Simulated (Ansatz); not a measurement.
Ideal-gas functions of `[CH3][AlH][OH]` at 500 K and 1 bar, from an Ansatz frequency run at PBE0-D4/def2-TZVP.

Molar mass 60.03 g/mol, point group Cs (symmetry number 1), electronic degeneracy 1, moments of inertia 20.33, 86.858, 104.09 u Å². Harmonic wavenumbers (cm⁻¹, unscaled): 46, 199, 359, 462, 544, 621, 677, 699, 737, 873, 1220, 1440, 1442, 1911, 3039, 3111, 3137, 3958.

Use S(trans) = R[1.5 ln M + 2.5 ln T − 1.1517]; rotational temperatures θ = 24.2544 K / I; S(rot) = R[ln(√π/σ · √(T³/θAθBθC)) + 1.5]; for each mode x = 1.438777 ν̃/T, S = R[x/(eˣ − 1) − ln(1 − e⁻ˣ)] and H = RT x/(eˣ − 1); 1 cm⁻¹ = 0.0119627 kJ/mol; R = 8.31446 J/(mol·K).

**Question.** By hand: the entropy, in J/(mol·K).

**Answer.** Translation 170.7. Rotation: θ = 1.193, 0.2792, 0.233 K, giving 105.4. Vibration, mode by mode: 25.13, 13.06, 8.40, 6.53, 5.39, 4.51, 3.97, 3.78, 3.47, 2.55, 1.15, 0.69, 0.69, 0.22, 0.01, 0.01, 0.01, 0.00, in all 79.6. Electronic 0.0. Sum 355.7 J/(mol·K).

**Question.** By hand: H − E and G − E in kJ/mol, counted from the electronic energy.

**Answer.** Zero-point energy ½ × 24475 × 0.0119627 = 146.4; thermal vibration 20.4; translation, rotation and pV give 4 RT = 16.6. H − E = 183.4 kJ/mol, and G − E = 183.4 − 500 × 355.7/1000 = 5.6 kJ/mol.

Vibration gives 22 % of the entropy, 25.1 J/(mol·K) of it from the mode under 150 cm⁻¹: soft modes count most, and the harmonic formula is weakest for them. The sum counts one conformer and one mirror image; others add a mixing term.
